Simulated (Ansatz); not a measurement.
Input file:

```yaml
crystal:
  periodic: [false, false, false]
  atoms:
    - {symbol: Al, position_ang: [0.000000, 0.000000, 0.000000]}
    - {symbol: N, position_ang: [0.000000, 0.000000, 1.668087]}
basis:
  gaussian: {orbitals: "6-31++G**"}
magnetization: {spin_polarized: true, initial_magnetization: 2}
correlation: {method: ccsd, electrons: outside_noble_gas}
accuracy: high
output: {forces: true}
```

```sh
$ ansatz run in.yaml --threads 1 --pin off --events-out ev --progress --plain --max-ram 2393MiB
```

Problem. Roughly how long does this take on 1 thread of Arm Neoverse V2, shared host, and how much host memory?

Solution. 8.5 s wall and 0.16 GiB.

```
691 factors; integrals over basis functions are off by at most 3.2e-9 eV
mean field evaluation 1: about -8057.8633 eV, gradient 2.2e1 eV
mean field evaluation 2: about -8057.8851 eV, gradient 2.2e1 eV
mean field evaluation 4: about -8060.9241 eV, gradient 2.4e0 eV
mean field evaluation 8: about -8061.2914 eV, gradient 2.5e-1 eV
mean field evaluation 16: about -8061.2958 eV, gradient 1.7e-8 eV
mean field evaluation 32: about -8061.4935 eV, gradient 3.6e-6 eV
mean field evaluation 64: about -8057.8633 eV, gradient 2.2e1 eV
mean field evaluation 96: about -8061.4361 eV, gradient 1.1e-3 eV
mean field evaluation 128: about -8061.4906 eV, gradient 1.5e-1 eV
mean field evaluation 160: about -8056.9085 eV, gradient 9.9e0 eV
...
cycle  11  -5.06020319 eV  change   -1.8e-8 eV  update   4.8e-8
cycle  12  -5.06020305 eV  change    1.5e-7 eV  update   1.6e-7
cycle  13  -5.06020315 eV  change   -1.1e-7 eV  update   7.8e-8
cycle  14  -5.06020322 eV  change   -6.3e-8 eV  update   4.7e-8
cycle  15  -5.06020329 eV  change   -6.8e-8 eV  update   2.5e-8
cycle  16  -5.06020332 eV  change   -3.4e-8 eV  update   1.4e-8
cycle  17  -5.06020334 eV  change   -2.0e-8 eV  update   6.8e-9
cycle  18  -5.06020335 eV  change   -6.3e-9 eV  update   2.5e-9
cycle  19  -5.06020335 eV  change   -1.8e-9 eV  update   1.1e-9
cycle  20  -5.06020335 eV  change  -2.4e-10 eV  update  7.4e-10
WARN: the results are in doubt because among natural orbitals full CI differs from the method by -0.082 eV
the calculation of the forces begins
Total energy: -8066.35596122 eV, -296.4331140025 hartree
Atom 0 at     0.000000     0.000000     0.000000 Å, force     0.000000     0.000000    -4.220894 eV/Å
Atom 1 at     0.000000     0.000000     1.668087 Å, force    -0.000000    -0.000000     4.220894 eV/Å
Dipole moment:    -0.000000     0.000000    -0.482542 e Å
In doubt: among natural orbitals full CI differs from the method by -0.082 eV
```

Forces (eV/Å):
```
Al   0.000  0.000 -4.221
N    0.000  0.000  4.221
```
